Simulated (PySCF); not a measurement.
propene cation (C3H6), SMILES C=CC (connectivity only; charge and spin as stated), charge +1, multiplicity 2.

Geometry optimised at ωB97X-D3(BJ)/def2-TZVP. The multiplicity is an assumed one; other spin states were not compared.

Method: TDA-CAM-B3LYP/def2-SVPD run with PySCF 2.14.0.

Vertical excitations. Isolated molecule, no solvent.

```tsv
state	energy (eV)	λ (nm)	f	main pairs
root 1	3.28	378	0.000	β HOMO→LUMO 54 %, β HOMO−1→LUMO 42 %
root 2	3.62	342	0.002	β HOMO−1→LUMO 55 %, β HOMO→LUMO 38 %
root 3	4.93	251	0.062	β HOMO−2→LUMO 92 %
root 4	5.09	244	0.001	β HOMO−3→LUMO 90 %
root 5	6.03	206	0.290	α HOMO→LUMO 91 %
root 6	6.26	198	0.004	α HOMO−2→LUMO 7 %, β HOMO−4→LUMO 80 %
root 7	7.05	176	0.000	α HOMO−1→LUMO 74 %, α HOMO−2→LUMO 15 %
root 8	7.51	165	0.001	α HOMO−2→LUMO 73 %, α HOMO−1→LUMO 13 %
root 9	8.43	147	0.001	α HOMO−4→LUMO 9 %, α HOMO−1→LUMO 8 %, β HOMO−5→LUMO 42 %, β HOMO→LUMO+1 25 %, β HOMO−3→LUMO+1 8 %
root 10	8.96	138	0.023	α HOMO−3→LUMO 72 %, β HOMO−2→LUMO+1 15 %
```
Unrestricted roots are not spin-pure.
